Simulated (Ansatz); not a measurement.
A made-up structure of CH3SSi (charge +1), singlet:

```
6
angstrom
C -0.9783 0.2102 -0.9025
Si 0.3732 -0.3096 0.0321
S 1.1290 0.3230 1.8103
H -1.8674 -0.4226 -0.9352
H -0.7961 0.7763 -1.8182
H 0.9889 -1.3941 -0.6471
```

It is relaxed with PBE-D4/def2-SVP and then PBE0-D4/def2-TZVP (Ansatz 0.2.0). Atoms count as bonded within 1.22 times the sum of their covalent radii (H–H: 0.88 Å). The end point is not checked to be a true minimum.

(1) Does its bonding change? (A judgement: the text doesn't fix the answer.)

## Answers

(1) By the calculation: Yes. Formed: C1–S3; broken: none.

Where it ends: The first stage lowers the energy by 2.35 eV in 11 steps. It ends as CH₃SSi ([CH2]1[SiH][S]1), total charge +1:
```csv
atom,x (Å),y (Å),z (Å)
C1,-0.8296,0.2586,-0.6577
Si2,0.6030,-0.7880,-0.3162
S3,0.1306,0.6167,0.9923
H4,-1.8373,-0.1063,-0.4796
H5,-0.7592,1.0805,-1.3646
H6,1.5418,-1.8783,-0.6347
```

Labels in which every atom is bracketed show which atoms are joined, not bond orders.

For scale, one of the runs: PBE0-D4/def2-TZVP relaxation, 123 basis functions, launched by `ansatz run in.yaml --threads 2 --pin off --events-out ev --progress --plain --max-ram 4352MiB`. The run took about 9.5 s on 2 CPU threads of an Intel Xeon Platinum 8488C (shared host).
